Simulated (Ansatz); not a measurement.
Rutile MnO2 was calculated with rVV10 (plane waves, PAW; Ansatz, an electronic-structure program).

Numerical settings: plane-wave cutoff 520 eV, 8×8×12 k mesh (along the axes of the cell as run), Fermi–Dirac smearing 0.01 eV, spin-polarised with opposed moments, scalar-relativistic PAW data made under PBE.

Equation-of-state points:

| V (Å³/atom) | E − E_lowest (meV/atom) | P (GPa) |
|---|---|---|
| 9.086 | 11.69 | 10.30 |
| 9.275 | 2.80 | 4.85 |
| 9.465 | 0.00 | -0.01 |
| 9.654 | 2.61 | -4.33 |
| 9.843 | 10.03 | -8.17 |

Problem. Estimate the bulk modulus from the pressures at 9.275 and 9.654 Å³/atom, and compare it with a fit to all energies.

Solution. B = −V dP/dV. Between V = 9.275 and 9.654 Å³/atom, dP/dV = (-4.33 − (4.85))/(9.654 − 9.275) = -24.2 GPa per Å³/atom; at the midpoint 9.465 Å³/atom this gives B ≈ 229 GPa. The third-order Birch–Murnaghan fit gives V0 = 9.464 Å³/atom, B0 = 229 GPa, B′ = 4.8, which lies within 1 % of that estimate.

Shape and atoms are relaxed at each volume.

Note: the gap of the solid is closed in this run; the collinear magnetic order is the start's and need not be the measured one; this level leaves the solid without a gap, although one is measured; the bulk modulus comes from volumes at which shape and atoms were relaxed.
